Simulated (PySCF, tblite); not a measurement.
# CH₄Si (triplet): geometry, infrared bands and EPR parameters

What infrared bands and EPR parameters should CH₄Si (triplet) (`[CH][SiH3]`) show?

The runs use tblite 0.8.0 and PySCF 2.14.0, with density-fitted response routines of our own; the level of theory stands in each step. All values are computed, except where a source is named. Atoms count from 0, in the outputs and in this text.

## 1. The molecule as given

6 atoms, charge 0, multiplicity 3; geometry from: force field or distance geometry start.

Bonds of the start (Å): C0–Si1 1.89, C0–H2 1.12, Si1–H3 1.47, Si1–H4 1.45, Si1–H5 1.48.

## 2. Optimising the geometry with GFN2-xTB

What the job is given:

```
{"job": {"kind": "relax", "xc": "GFN2-xTB", "basis": "xTB"}, "charge": 0, "multiplicity": 3}
C      1.255900    -0.484200     0.408100
Si    -0.516600     0.011800    -0.026800
H      1.990300     0.176800    -0.112300
H     -1.008600    -1.080100    -0.872600
H     -0.486400     1.299900    -0.690100
H     -1.231500     0.077800     1.272100
```

Launch:

```bash
$ OMP_NUM_THREADS=1 python probes_run.py task.json out
```

One launch serves the whole session: the jobs run in the order shown.

The log of the run:

```text
step      E/eV     max force
  0    -155.29228    2.031
  1    -155.39010    1.317
  2    -155.45271    0.823
  3    -155.47203    0.795
  4    -155.54854    0.524
  5    -155.55843    0.365
  6    -155.56921    0.325
  7    -155.57333    0.268
  8    -155.57888    0.273
  9    -155.58332    0.265
 10    -155.58829    0.201
 11    -155.59183    0.177
 12    -155.59425    0.147
 13    -155.59563    0.107
 14    -155.59657    0.108
 15    -155.59791    0.143
 16    -155.60013    0.149
 17    -155.60297    0.122
 18    -155.60453    0.102
 19    -155.60507    0.077
 20    -155.60558    0.072
 21    -155.60577    0.057
 22    -155.60588    0.030
 23    -155.60594    0.026
 24    -155.60601    0.026
 25    -155.60611    0.037
 26    -155.60617    0.025
 27    -155.60619    0.008
```

It took 0.06 s on 1 thread of Arm Neoverse V1, shared host.

Step by step:

```tsv
step	energy from step 0 (eV)	largest force (eV/Å)
0	0.0000	2.0310
1	-0.0978	1.3174
2	-0.1604	0.8226
3	-0.1797	0.7947
4	-0.2563	0.5240
5	-0.2661	0.3653
6	-0.2769	0.3250
7	-0.2810	0.2682
8	-0.2866	0.2730
9	-0.2910	0.2653
10	-0.2960	0.2009
11	-0.2995	0.1770
12	-0.3020	0.1475
13	-0.3033	0.1074
14	-0.3043	0.1078
15	-0.3056	0.1430
16	-0.3079	0.1487
17	-0.3107	0.1216
18	-0.3123	0.1022
19	-0.3128	0.0767
20	-0.3133	0.0722
21	-0.3135	0.0574
22	-0.3136	0.0304
23	-0.3137	0.0257
24	-0.3137	0.0265
25	-0.3138	0.0365
26	-0.3139	0.0250
27	-0.3139	0.0081
```

Close pairs (by a distance rule), those that changed most:

```tsv
bond	before (Å)	after (Å)	change (Å)
C0–Si1	1.891	1.808	-0.083
C0–H2	1.117	1.070	-0.047
Si1–H4	1.449	1.473	+0.024
Si1–H5	1.484	1.467	-0.017
Si1–H3	1.466	1.469	+0.003
```

The final coordinates are the input of the step that follows.

## 3. Vibrational analysis with GFN2-xTB

What the job is given:

```
{"job": {"kind": "ir", "xc": "GFN2-xTB", "basis": "xTB"}, "charge": 0, "multiplicity": 3}
C      1.248768    -0.282007     0.265418
Si    -0.511118     0.013367    -0.026092
H      2.264561    -0.019161     0.054697
H     -1.081740    -1.057317    -0.854645
H     -0.694925     1.301478    -0.717209
H     -1.222424     0.045630     1.256256
```

The log of the run:

```text
mode    cm-1     km/mol
  1     -71.6     52.25
  2     345.7     25.07
  3     486.2     61.65
  4     517.3     99.58
  5     771.6    146.92
  6     783.0    250.04
  7     796.5    138.84
  8     911.7     12.38
  9    2138.5    280.14
 10    2182.8    304.58
 11    2222.2    136.80
 12    3134.7     18.43
```

Run time: 0.06 s. Hardware: 1 thread of Arm Neoverse V1, shared host.

Which atoms move in the most intense modes:

```tsv
cm⁻¹	km/mol	atoms
486	61.6	H3 51 %, H5 27 %
517	99.6	H4 35 %, H5 26 %, C0 15 %, H2 12 %
772	146.9	H4 58 %, H5 25 %, H3 13 %
783	250.0	H3 35 %, H4 34 %, H5 24 %
796	138.8	H3 46 %, H5 46 %
2138	280.1	H4 92 %
2183	304.6	H3 76 %, H5 19 %
2222	136.8	H5 77 %, H3 18 %
```

## 4. EPR parameters: B3LYP/pcH-1

The job, as its differences from that of step 3:

```diff
@@ -1,2 +1,2 @@
-{"job": {"kind": "ir", "xc": "GFN2-xTB", "basis": "xTB"}, "charge": 0, "multiplicity": 3}
+{"job": {"kind": "epr", "basis": "pcH-1"}, "charge": 0, "multiplicity": 3}
 C      1.248768    -0.282007     0.265418
```

With the program's defaults for keys left out, this is: UKS B3LYP, pcH-1 on C H Si, non-relativistic, mean-field spin-orbit, GIAO.

The log of the run:

```text
UKS, coarse grid
  cycle   1  E = -329.87179897  |g| = 1.32e-01
  cycle   2  E = -329.87984042  |g| = 6.66e-02
  cycle   3  E = -329.88131383  |g| = 2.59e-02
  cycle   4  E = -329.88171768  |g| = 8.39e-03
  cycle   5  E = -329.88176782  |g| = 1.36e-03
  cycle   6  E = -329.88176961  |g| = 3.54e-04
UKS, final grid
  cycle   1  E = -329.88177229  |g| = 2.60e-04
  cycle   2  E = -329.88177231  |g| = 2.09e-04
  cycle   3  E = -329.88177233  |g| = 1.78e-05
  cycle   4  E = -329.88177233  |g| = 1.30e-05
internal stability: stable
E = -329.88177233 Eh   <S^2> = 2.0076 (exact 2.0000)
g shifts (ppm)      1          2          3
  rmc          -127       -127       -127
  gc             25         17         10
  oz_so        -115        238        387
  total        -216        129        271
hyperfine (MHz)  atom isotope    a_iso     a_fc   dipolar eigenvalues
    0   13C     139.51     139.63    -77.28     35.81     41.47
    1  29Si      26.61      26.66     -2.98      0.82      2.16
    2    1H     -42.44     -42.45    -19.90    -17.84     37.75
    3    1H      46.26      46.27     -3.47     -2.29      5.76
    4    1H      58.51      58.51     -3.42     -2.03      5.45
    5    1H      36.92      36.93     -3.46     -2.57      6.03
zero-field splitting (cm-1)  D = 0.7393  E = 0.0130  (spin-spin 0.7114, spin-orbit 0.0280)
```

Wall time 10 s (1 thread of Arm Neoverse V1, shared host); peak memory 0.32 GiB.

Principal g values 2.00210, 2.00245, 2.00259; g(iso) = 2.00238, against 2.00232 for a free electron.

Hyperfine couplings; where a row names several nuclei, a(iso) is their mean (it holds for fast rotation or exchange) and the dipolar term the largest among them:

```tsv
nuclei	isotope	a(iso) (MHz)	a(iso) (G, at g = 2.0023)	largest dipolar term (MHz)
C0	13C	139.5	49.8	-77.3
H3, H4, H5	1H	47.2	16.9	6.0
H2	1H	-42.4	-15.1	37.7
Si1	29Si	26.6	9.5	-3.0
```

Zero-field splitting: D = 0.739 cm⁻¹ (spin-spin 0.711, spin-orbit 0.028), E = 0.013 cm⁻¹.

Mulliken spin populations:

```tsv
atom	value (e)
C0	1.99
Si1	-0.07
H2	-0.07
H3	0.05
H4	0.06
H5	0.04
```

The fields below are evaluated on a grid from the run's orbitals.

ELF in a plane through or near 3 of the atoms.

Ten even steps from '0' (0.00) to '9' (1.00):
```
0000000000000000000000000000
0000000000000000000000000000
0000000000000012210000000000
0000000000000278984100000000
0000000000001599999600000000
0000000000001699999710000000
0000000110001599999710000000
0000036753222499997400000000
0000589997565311463100000000
0000799998578367301100000000
0000699994729477313200000000
0000158886358700254200000000
0000013578887423664200000000
0000001367874112443100000000
0000000245651000121000000000
0000000023430000000000000000
0000000000000000000000000000
0000000000000000000000000000
0000000000000000000000000000
0000000000000000000000000000
```
The map spans 9.7 Å across and 8.0 Å up, centred on the molecule. Atoms in the plane (x, y in Å): C0 (-1.3, -0.3), Si1 (0.5, 0.0), H2 (-2.3, 0.1).

log10 of the density (e/Å³) in the same plane.

Ten even steps from ' ' (-4.0) to '@' (1.6):
```
                                                        
                            ........                    
                        ....::::::::....                
                    ....::::--------::::....            
              ......::::----====++==----::..            
            ....::::::----==++++++++==--::::            
        ..::::----------==++********++==--::..          
      ..::--============++++********++==--::..          
      ..--==++++**************##****++==--::..          
    ..::--==**##########****%%@@%%**++==--::....        
    ..::--==**######@@######%%@@%%**++++----::..        
    ....--==++****##%%##************++==----::..        
      ..::--==++**********++++++**++++==--::....        
        ::::--====++++++++======++====----::..          
        ....::----======----------------::..            
          ..::::--------------------::::....            
              ..::::::::::::::::::::......              
                                ....                    
                                                        
                                                        
```
The map spans 9.7 Å across and 8.0 Å up, centred on the molecule. Atoms in the plane (x, y in Å): C0 (-1.3, -0.3), Si1 (0.5, 0.0), H2 (-2.3, 0.1).

On the surface of density 0.002 e/bohr³ the electrostatic potential runs, from the 1st to the 99th percentile, from -0.35 V near C0 to 1.16 V near H2.

The spin density lies nearest to C0 80 %; H2 10 %.

## 5. Results

```
                                 quantity                  value
strongest single infrared mode (GFN2-xTB)  2183 cm⁻¹, 305 km/mol
             zero-point energy (GFN2-xTB)          20.4 kcal/mol
                             D, E (B3LYP)      0.739, 0.013 cm⁻¹
                           g(iso) (B3LYP)                2.00238
                                     ⟨S²⟩     2.008 (exact 2.00)
       largest a(iso) (averaged by class)   13C on C0, 139.5 MHz
    surface potential, 1st and 99th percentile     -0.35 V and 1.16 V
```

What this shows: Relaxing lowered the energy by 0.314 eV in 27 steps; the close pair that moved most is C0–Si1, from 1.891 to 1.808 Å. The lowest mode is imaginary (72i cm⁻¹), so the xTB geometry is not a minimum. The strongest single mode, at 2183 cm⁻¹, moves mainly H3. Unscaled tight-binding wavenumbers are off by several per cent, some by more. Its intensities can rank the bands wrongly. C0 carries the largest spin population, 1.99 e. The isotropic g lies 0.1 ppt above the free-electron value. The triplet studied here may not be the ground state; the singlet was not compared.
